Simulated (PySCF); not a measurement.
Compound: CHCl (triplet state).
Numbering: `[CH:1][Cl:2]` (hydrogens: H3 on C1)

Theory: UKS B3LYP, IGLO-III on C Cl, pcH-1 on H, non-relativistic, mean-field spin-orbit, GIAO in PySCF 2.14.0. Isolated species at its PBE0-D3(BJ)/def2-SVP geometry, gas phase. This triplet need not be the ground state; the singlet was not compared here.

(1) What is the g tensor, term by term?

(2) At 93.508 GHz, how far is the centre of the isotropic spectrum from where a free electron (g = 2.002319) resonates, zero-field splitting left aside?

(3) Average each term over the three axes. Which is largest in size?

(4) What effective moment and Curie constant follow for a powder at temperatures where kT is far above the zero-field splitting?

Answers

(1) 
```csv
Δg (ppm),1,2,3
relativistic mass correction,-178,-178,-178
gauge correction,32,19,0
orbital Zeeman/spin–orbit,249,2730,3353
total,103,2571,3175
```

So g = 2.00242, 2.00489, 2.00549 and g_iso = 2.00427; the tensor is rhombic: the two nearest values differ by 20 % of g3 − g1. Axes: g1 points within 14° of the C1–Cl2 bond and g3 is normal to the molecular plane.

(2) B = hν/(g μB) with μB/h = 13.99624 MHz/mT gives 3336.60 mT for the free electron and 3333.35 mT at g_iso, 3.25 mT lower.

(3) The orbital-Zeeman/spin–orbit term 2111, the mass correction -178 and the gauge correction 17 ppm, for a total of 1950 ppm. The orbital-Zeeman/spin–orbit term is the largest in size. The mass correction is the same along every axis, so the anisotropy comes from the other two: their spans along these axes are 32 (gauge) and 3105 ppm (orbital Zeeman/spin–orbit).

(4) With the mean of g² = 4.0171 and S(S+1) = 2.00: μ_eff = √(⟨g²⟩S(S+1)) = 2.834 μB and χT = 0.12505·⟨g²⟩·S(S+1) = 1.005 cm³ K/mol (cgs; spin-Hamiltonian part alone).

The largest Mulliken spin populations are on C1 (+1.73) and Cl2 (+0.26).

The HOMO–LUMO gaps are 6.88 eV among the α and 6.84 eV among the β orbitals.
